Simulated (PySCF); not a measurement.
Breaking a bond: LiH, singlet. Each curve is given relative to its own lowest point near equilibrium.

| R / Å | A | B | C |
|---|---|---|---|
| 1.21 | 18.4 | 18.4 | 19.8 |
| 1.28 | 11.2 | 11.3 | 12.2 |
| 1.35 | 6.2 | 6.3 | 6.9 |
| 1.45 | 1.9 | 2.0 | 2.3 |
| 1.50 | 0.8 | 0.9 | 1.0 |
| 1.54 | 0.2 | 0.3 | 0.4 |
| 1.60 | 0.0 | 0.0 | 0.0 |
| 1.65 | 0.2 | 0.1 | 0.1 |
| 1.69 | 0.6 | 0.5 | 0.5 |
| 1.74 | 1.3 | 1.1 | 1.1 |
| 1.86 | 3.8 | 3.5 | 3.7 |
| 1.99 | 7.5 | 6.9 | 7.5 |
| 2.14 | 12.3 | 11.4 | 12.6 |
| 2.42 | 21.8 | 20.6 | 23.1 |
| 2.63 | 28.7 | 27.2 | 31.0 |
| 2.89 | 36.4 | 34.8 | 40.4 |
| 3.18 | 43.5 | 42.2 | 50.0 |
| 3.55 | 50.0 | 49.9 | 60.9 |
| 3.92 | 53.8 | 55.9 | 70.3 |
| 4.31 | 55.7 | 60.8 | 78.8 |
| 4.75 | 56.6 | 64.9 | 86.9 |
| 5.55 | 56.9 | 69.5 | 98.2 |
| 6.33 | 56.9 | 72.0 | 106.0 |

Energies in kcal/mol.

Q: Which curve belongs to which method? The methods are RHF/cc-pVTZ in PySCF; restricted PBE/cc-pVTZ in PySCF; CCSD on UHF/cc-pVTZ in PySCF.

A: A is UCCSD; B is RKS-PBE; C is RHF.

The unrestricted determinant behind UCCSD is spin-contaminated at 2.42 to 6.33 Å (<S²> up to 1.0, against 0.00 for a pure singlet). The restricted form behind RHF, RKS-PBE keeps the bonding electrons paired and can't separate into open-shell fragments. At the longest distance RKS-PBE leaves fractional charges on the fragments, a sign of delocalisation error or of the restricted form.
